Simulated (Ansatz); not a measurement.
# CH4MgS (SMILES [MgH][CH2]S): single points off equilibrium

One table from this session's results is given with a row withheld; the runs are named, their logs left out.

The runs use Ansatz 0.2.0, Gaussian basis; single points in def2-TZVPP.

Cores are frozen in the correlated methods. The outer core shell of Li, Na, Mg and K is correlated.

## Where the work starts

SMILES `[MgH][CH2]S`, 7 atoms, charge 0, spin multiplicity 1.

Atoms are counted from 1 here; the program's logs count them from 0.

Bond lengths: Mg1–C2 2.211 Å, Mg1–H4 1.640 Å, C2–S3 1.800 Å, C2–H5 1.038 Å, C2–H6 1.008 Å, S3–H7 1.251 Å. Angles: C2–Mg1–H4 126.0°, Mg1–C2–S3 99.0°, Mg1–C2–H5 112.5°, Mg1–C2–H6 126.6°, S3–C2–H5 111.4°, S3–C2–H6 108.5°, H5–C2–H6 98.9°, C2–S3–H7 94.9°.

Coordinates:

```mol
CH4MgS
  3D, bonds by distance, orders not assigned

  7  6  0  0  0  0  0  0  0  0999 V2000
   -1.6239   -0.0287   -0.4481 Mg  0  0
    0.1228   -0.0015    0.9079 C   0  0
    1.3977   -0.4928   -0.2643 S   0  0
   -1.5735   -0.1230   -2.0845 H   0  0
    0.0360   -0.6876    1.6815 H   0  0
    0.4610    0.7876    1.4366 H   0  0
    1.2251    0.4849   -1.0248 H   0  0
  1  2  8  0
  1  4  8  0
  2  3  8  0
  2  5  8  0
  2  6  8  0
  3  7  8  0
M  END
```

Set-up of the first run:

The input, run/in.yaml:

```yaml
crystal:
  periodic: [false, false, false]
  atoms:
    - {symbol: Mg, position_ang: [-1.623900, -0.028700, -0.448100]}
    - {symbol: C, position_ang: [0.122800, -0.001500, 0.907900]}
    - {symbol: S, position_ang: [1.397700, -0.492800, -0.264300]}
    - {symbol: H, position_ang: [-1.573500, -0.123000, -2.084500]}
    - {symbol: H, position_ang: [0.036000, -0.687600, 1.681500]}
    - {symbol: H, position_ang: [0.461000, 0.787600, 1.436600]}
    - {symbol: H, position_ang: [1.225100, 0.484900, -1.024800]}
basis:
  gaussian: {orbitals: def2-TZVPP}
correlation: {method: ccsd_t}
output: {forces: true}
```

No record of the launch command was kept for these runs.

Among the steps run: CCSD(T)/def2-TZVPP; PBE0-D4/def2-TZVPP; wB97M-V/def2-TZVPP; r2SCAN-D4/def2-TZVPP; PBE-D4/def2-TZVPP; wB97X-V/def2-TZVPP; HSE06-D4/def2-TZVPP.

One table of the session follows, with a row left open; its other results are not shown here.

| method | RMS force component (eV/Å) | angle to CCSD(T) forces (°) | dipole (D) |
| --- | --- | --- | --- |
| CCSD(T) | 1.538 | reference | 4.30 |
| PBE0-D4 | 1.571 | 4.6 | 4.11 |
| wB97M-V | 1.524 | 2.1 | 4.33 |
| r2SCAN-D4 | 1.555 | 3.2 | 3.99 |
| PBE-D4 | 1.647 | 5.3 | 3.60 |
| wB97X-V | 1.585 | 2.7 | 4.51 |
| HSE06-D4 | ? | ? | ? |

Q: Estimate the row for HSE06-D4 from the others.

As computed: RMS force component (eV/Å): 1.571; angle to CCSD(T) forces (°): 4.7; dipole (D): 4.09.
